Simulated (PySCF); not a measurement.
Gas-phase reaction: H3SiNH2 + 2 SiH + H2 → trisilylamine

Energies from PySCF, thermal terms from the rigid-rotor harmonic-oscillator model, ideal gas at 1 bar. † marks an energy on the PBE0/def2-TZVP geometry and frequencies; other levels use their own. MP2 and CCSD(T) freeze the core. 6-31G* has spherical d functions here. Open shells (unrestricted): SiH (multiplicity 2); the rest are closed-shell singlets. Spin-orbit splitting is ignored; it lowers the true energy and changes the entropy of SiH. H3SiNH2: computed as isolated molecules; such fragments, hydroxides, amides, oligomers or adducts are transient or little studied in the gas. MP2 isn't extrapolated to the basis-set limit. CCSD(T) isn't extrapolated to the basis-set limit.

```
level               ΔH°(298 K), kJ
------------------  --------------
CCSD(T)/def2-SVP†              ___
HF/6-31G*                      ___
HF/def2-TZVP†                 -675
MP2/def2-TZVPP†               -805
PBE/def2-TZVP†                -741
ωB97M-V/def2-TZVP†             ___
```

**Question.** Some entries are withheld; supply them.

**Answer.** 
- CCSD(T)/def2-SVP†, ΔH°(298 K), kJ: -731
- HF/6-31G*, ΔH°(298 K), kJ: -658
- ωB97M-V/def2-TZVP†, ΔH°(298 K), kJ: -783
